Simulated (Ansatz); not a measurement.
Candidates: rock-salt AgCl, cubic perovskite KMgF₃, fluorite CdF₂, fluorite SrCl₂, cubic perovskite KZnF₃. Level: r²SCAN in Ansatz (PAW).

Ansatz's runs of these crystals have no spin polarisation.

Each level is taken at its own relaxed cell. Ansatz's density-functional and Hartree–Fock values are scalar-relativistic unless marked +SOC, with PAW data made under PBE.

**Question.** Which of them have a computed polycrystal shear modulus between 25 and 46 GPa?

**Answer.** fluorite CdF₂, cubic perovskite KZnF₃. The values: rock-salt AgCl 8.36 GPa; cubic perovskite KMgF₃ 51.5 GPa; fluorite CdF₂ 34.6 GPa; fluorite SrCl₂ 15.0 GPa; cubic perovskite KZnF₃ 39.9 GPa.

Ansatz is an electronic-structure program.
